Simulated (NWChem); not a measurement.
System: pyrrole (C₄H₅N); SMILES c1[nH]ccc1

Computed with NWChem. Pople sets run with spherical d functions. Medium grid unless said otherwise, to which SCAN and Minnesota functionals are sensitive. Structure relaxed at the PBE0/def2-SVP level. Computed dipoles belong to the equilibrium geometry; the measured one is vibrationally averaged.

Measured dipole moment: 1.84 D (NIST CCCBDB, as tabulated in the package chemicals).

Problem. Which of these levels lies farthest from the measured value, and how do the others fare: LC-wPBE (HJS exchange hole, range parameter 0.4 per bohr)/6-31G*; RPBE/6-31G*; PBE/6-31G*; SCAN/6-31G*; PW91/6-31G*; B97-D/6-31G*; B3LYP/6-31G*; MN15-L/6-31G*; BP86/6-31G*?

Solution. LC-wPBE (HJS exchange hole, range parameter 0.4 per bohr)/6-31G*.
```csv
level,dipole moment (D),computed − measured
B3LYP/6-31G*,1.95,+0.11
PBE/6-31G*,1.97,+0.13
RPBE/6-31G*,1.96,+0.12
"LC-wPBE (HJS exchange hole, range parameter 0.4 per bohr)/6-31G*",2.01,+0.17
B97-D/6-31G*,1.94,+0.10
MN15-L/6-31G*,1.96,+0.12
PW91/6-31G*,1.96,+0.12
SCAN/6-31G*,1.96,+0.12
BP86/6-31G*,1.97,+0.13
```
